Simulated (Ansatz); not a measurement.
CsCl-type TlBr was calculated with RPBE (PAW; Ansatz, a quantum-chemistry and plane-wave program).

Numerical settings: plane-wave cutoff 520 eV, 8×8×8 k mesh, Fermi–Dirac smearing 0.01 eV, scalar-relativistic PAW data made under PBE.

Response to compression and expansion:

| V (Å³/atom) | P (GPa) | direct gap at Γ (eV) | smallest gap on the k mesh (eV) |
|---|---|---|---|
| 34.890 | 0.93 | 7.846 | 2.262 |
| 35.633 | 0.58 | 7.696 | 2.308 |
| 36.375 | 0.27 | 7.551 | 2.349 |
| 37.117 | 0.00 | 7.411 | 2.387 |
| 37.860 | -0.24 | 7.276 | 2.422 |
| 38.602 | -0.45 | 7.146 | 2.453 |
| 39.344 | -0.64 | 7.020 | 2.480 |

The fundamental gap (2.39 eV at the equilibrium volume, with added k points) lies elsewhere than Γ–Γ.

Measured, for comparison: band gap 2.68 eV (temperature not stated, no zero-point or thermal correction, detector crystals, literature values; as tabulated in Piasecki et al. (2022), doi:10.1039/d1ma01259b).

Note: the cell is over a tenth larger than the published one: the level's own overestimate first of all, though another phase or state, or a fault of the published cell, is possible.

Spin–orbit coupling is not included; with these elements it can move the gap by several tenths of an eV or more.
